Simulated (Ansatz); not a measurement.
A nudged elastic band was laid between two geometries of CH6Si + H3P (12 atoms, charge 0, multiplicity 1).

Computed with RKS B3LYP/6-31G* in Ansatz.

```json
{
 "movable images": "5",
 "climbing image": "yes",
 "spring": "5.0 eV/Å²",
 "optimiser": "quadratic models (default)",
 "start path": "through a guess of the saddle point",
 "force threshold": "0.05 eV/Å",
 "iteration limit": "60",
 "end points": "relaxed"
}
```

First end point:

```xyz
12
Properties=species:S:1:pos:R:3
Si 0.812 -0.204 0.087
C 0.925 -0.159 1.972
H -0.049 -0.363 2.430
H 1.633 -0.910 2.339
H 1.263 0.822 2.322
H 2.138 0.068 -0.532
H -0.148 0.822 -0.409
H 0.343 -1.537 -0.385
P -4.331 0.916 1.208
H -3.789 -0.087 0.353
H -4.888 -0.033 2.115
H -3.125 1.049 1.957
```

Last end point:

```xyz
12
Properties=species:S:1:pos:R:3
Si -0.923 0.016 -1.086
C 0.455 -0.019 3.618
H 0.926 -0.275 4.571
H 0.764 -0.740 2.856
H 0.763 0.985 3.317
H 0.246 0.729 -0.507
H -0.985 0.306 -2.543
H -0.735 -1.448 -0.896
P -2.810 0.849 -0.119
H -3.672 -0.171 -0.617
H -2.611 0.198 1.133
H -0.632 -0.049 3.731
```

Problem. Which bonds break or form, and what moves?

Solution. Bonds broken: Si1–C2, P9–H12. Bonds formed: Si1–P9, C2–H12. CH6Si + H3P becomes CH4 + H5PSi.

Problem. What energy profile does the band end with?

Solution. The run converged. The highest image is number 3 of 0 to 6, 3.41 eV above the first end and 3.74 eV above the last; the last end lies 0.33 eV below the first. Neighbouring images differ by up to 3.3 eV, so the band resolves the path poorly. A vibrational analysis at the climbing image gives one clearly imaginary mode, 1440i cm⁻¹: a first-order saddle point. The orbitals stay closed-shell, which can raise the energy where a bond breaks towards radicals; this wasn't checked here.

```json
{"image": "0", "path coordinate (Å)": "0.00", "energy (eV)": "0.00", "Si1–C2 (Å)": "1.89", "P9–H12 (Å)": "1.43", "Si1–P9 (Å)": "5.38"}
{"image": "1", "path coordinate (Å)": "1.79", "energy (eV)": "0.00", "Si1–C2 (Å)": "1.89", "P9–H12 (Å)": "1.42", "Si1–P9 (Å)": "4.88"}
{"image": "2", "path coordinate (Å)": "3.58", "energy (eV)": "0.13", "Si1–C2 (Å)": "1.90", "P9–H12 (Å)": "1.42", "Si1–P9 (Å)": "3.86"}
{"image": "3", "path coordinate (Å)": "5.36", "energy (eV)": "3.41", "Si1–C2 (Å)": "2.21", "P9–H12 (Å)": "2.00", "Si1–P9 (Å)": "2.82"}
{"image": "4", "path coordinate (Å)": "7.15", "energy (eV)": "0.19", "Si1–C2 (Å)": "3.22", "P9–H12 (Å)": "2.36", "Si1–P9 (Å)": "2.32"}
{"image": "5", "path coordinate (Å)": "8.93", "energy (eV)": "-0.31", "Si1–C2 (Å)": "4.20", "P9–H12 (Å)": "3.31", "Si1–P9 (Å)": "2.28"}
{"image": "6", "path coordinate (Å)": "10.71", "energy (eV)": "-0.33", "Si1–C2 (Å)": "4.90", "P9–H12 (Å)": "4.51", "Si1–P9 (Å)": "2.28"}
```

Problem. What is the geometry of the highest image?

Solution. 
```xyz
12
Properties=species:S:1:pos:R:3:forces:R:3
Si -0.252 0.005 0.146 -0.03 -0.02 -0.05
C 0.168 0.122 2.309 -0.03 0.03 0.00
H -0.478 0.222 3.192 0.01 0.00 0.01
H 0.657 -0.855 2.340 0.01 0.01 0.01
H 0.889 0.942 2.295 0.01 0.00 0.00
H 1.248 -0.094 0.045 0.01 -0.01 0.00
H -0.564 1.196 -0.682 0.00 0.00 0.02
H -0.737 -1.332 -0.250 0.01 -0.01 -0.01
P -2.865 0.546 1.050 -0.01 -0.02 0.00
H -3.150 0.068 -0.265 0.01 0.02 0.01
H -3.162 -0.721 1.648 0.01 0.00 -0.02
H -0.970 0.284 1.629 0.01 0.00 0.03
```

The run took 9.2 min on 1 thread of Arm Neoverse V1, with other jobs on the host, peak memory 0.14 GiB.
